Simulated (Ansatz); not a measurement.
Ansatz (an electronic-structure program) input (r2SCAN/6-311G**): A basis named .json is the Basis Set Exchange file of that set (core-valence sets with the plain set on hydrogen).

Ansatz 0.2 input:
```yaml
crystal:
  periodic: [false, false, false]
  atoms:
    - {symbol: O, position_ang: [-0.00091616, -0.01015443, 0.67280603]}
    - {symbol: C, position_ang: [0.00071614, 0.00793741, -0.52591197]}
    - {symbol: H, position_ang: [-0.00265489, 0.95544190, -1.09932737]}
    - {symbol: H, position_ang: [0.00568738, -0.92183092, -1.12764904]}
basis:
  gaussian:
    orbitals: 6-311G__.json
hamiltonian:
  xc: {name: r2SCAN}
magnetization: {spin_polarized: false}
```

Output:

```
Functional definition: r2SCAN
integrals: 0.01 GiB planned
395 factors; their error is unknown
mean field: 0.08 GiB planned
mean field evaluation 1: about -3112.2612 eV, gradient 3.8e1 eV
mean field evaluation 2: about -3106.1285 eV, gradient 6.8e1 eV
mean field evaluation 4: about -3114.8579 eV, gradient 1.7e0 eV
mean field evaluation 8: about -3114.8486 eV, gradient 1.9e-2 eV
mean field -3114.84858267 eV, -114.4685740928 hartree, gradient 1.9e-5 eV, S^2 0.000000; 0 other end points of the search recorded, 0 dependent functions left out
reference -3114.84858912 eV, -114.4685743300 hartree; 8, 8 occupied and 40, 40 virtual orbitals, 395 factors
Total energy: -3114.84858912 eV, -114.4685743300 hartree
```
